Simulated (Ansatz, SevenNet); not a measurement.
Chalcopyrite AgInTe₂: properties by level of theory

| level (code) | lattice constant a (Å) | lattice parameter c (Å) |
|---|---|---|
| SevenNet-0 | 6.576 | 13.029 |
| SevenNet-l3i5 | 6.567 | 13.038 |
| PBE (Ansatz) | 6.567 | 12.999 |
| PBE-D3(BJ) (Ansatz) | 6.468 | 12.797 |
| PBE-D4 (Ansatz) | 6.463 | 12.787 |

Caveats: the gap of the solid is closed in this run (PBE). Ansatz's density-functional and Hartree–Fock values are scalar-relativistic unless marked +SOC, with PAW data made under PBE.

The computed numbers hold no vibrational or temperature effects.

Ansatz is a first-principles code.
